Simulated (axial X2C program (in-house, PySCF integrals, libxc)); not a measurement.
## What spin–orbit coupling does to ClF⁺

All values were computed with an axial X2C code built on PySCF integrals. Spin-free means the one-electron spin-free X2C Hamiltonian; two-component (2c) means X2C with spin–orbit coupling and atomic mean-field two-electron Coulomb and Gaunt terms, so the difference of the two also holds small scalar two-electron terms. Basis: Cl dyall-av3z [9s8p3d2f], F dyall-av3z [7s6p3d2f] (cores contracted in-house); Gaussian nuclei, density fitting, unrestricted open shells. Masses: Cl 34.969 u, F 18.998 u.

Spin-free state: M_S = 1/2, Λ = 1 (beyond evenly filled blocks: π+α, π+β, π-α); fragments Cl+ + F.

```tsv
level	Re (Å)	ωe (cm⁻¹)	De (eV)	μ (D)
PBE0	1.535	974.5	2.966	-1.69
CCSD	1.540	939.4	2.457	n/a
BP86	1.572	882.0	3.614	-1.57
```

Correlated methods: 13 electrons correlated (number of frozen shells: Cl 2 s, 1 p; F 1 s), 195 virtual spin orbitals or spinors in MP2, 90 natural virtuals in coupled cluster.

Dipoles are positive if F is the positive end and refer to the centre of mass.

(1) Within this multiplet, which Ω should lie lowest by the rule for regular and inverted multiplets?

Two-component determinant lowest at the distance of the search:

Ω = 3/2 (⟨Sz⟩ = 0.50, ⟨Lz⟩ = 1.00 at HF); fragments Cl+ + F.

| level | Re (Å) | ωe (cm⁻¹) | De (eV) | μ (D) |
| --- | --- | --- | --- | --- |
| PBE0 | 1.535 | 974.1 | 3.005 | -1.69 |
| CCSD | 1.540 | 938.9 | 2.456 | n/a |
| BP86 | 1.573 | 882.0 | 3.651 | -1.57 |

(2) From the two tables, how do the constants change at the CCSD level (2c against spin-free)?

The state is one determinant whose occupation by symmetry is held fixed; it was picked as the lowest of a PBE0 search that is not exhaustive. Dissociation energies refer to the lowest single-determinant-based atoms at the same level and basis. Density functionals use the spin component along the axis (collinear). CCSD ran in a truncated set of natural virtual spinors with an MP2 remainder; without triples it tends to underbind. The 2c atoms are single determinants rather than J levels; their spin–orbit lowering is only partly caught, and De is too large by that part. This holds for PBE0, BP86. Without a current term, density functionals place determinants with orbital angular momentum somewhat too high.

Results:

(1) The open π shell holds three electrons, one hole, so the multiplet is inverted: Ω = Λ + 1/2 = 3/2. The PBE0 2c search agrees, though Ω = 1/2 of the search lies only 0.08 eV higher.

(2) At the CCSD level Re is unchanged within 0.001 Å and ωe goes down by 0.5 cm⁻¹; De changes by -0.001 eV.
